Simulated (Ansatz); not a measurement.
Results of LDA (Ansatz, a quantum-chemistry and plane-wave program, plane waves, PAW) for fcc Ni.

Run with plane-wave cutoff 520 eV, 26×26×26 k mesh, Fermi–Dirac smearing 0.05 eV, spin-polarised with parallel moments, scalar-relativistic PAW data made under PBE.

The cell has the measured lattice: a = b = c = 3.524 Å, α = β = γ = 90.00°.

Problem. Give the computed magnetic moment per atom (the cell's total over its atoms).

Solution. 
magnetic moment per atom (the cell's total over its atoms): 0.61 μB

The run finds no gap.

Note: cell and atoms aren't relaxed at this level (pressure -17.9 GPa).

Moments are spin moments.
